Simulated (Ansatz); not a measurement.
Low-lying states of AlH

Calculated in Ansatz's Gaussian-basis code. State-averaged CASSCF with equal weights; occupations are averaged over the states; levels count from the state that is lowest in CASSCF. Solutions may break the symmetry of the shape. The lowest solution met needn't be the lowest there is, nor hold the orbitals that a chemist would pick. The average may hold one member of a degenerate pair alone.

Geometry: bond length 1.6677 Å.

Basis cc-pVDZ, nonrelativistic, 5 orbitals frozen in the corrections; active space CAS(4,5). Averaged: 2 singlets.

Q: Give the levels in order.

A: 

```tsv
state	CASSCF (eV)	SC-NEVPT2 (eV)
singlet	0.000	0.000
singlet	2.804	2.885
```

Occupations: 1.94, 1.46, 0.51, 0.05, 0.04.
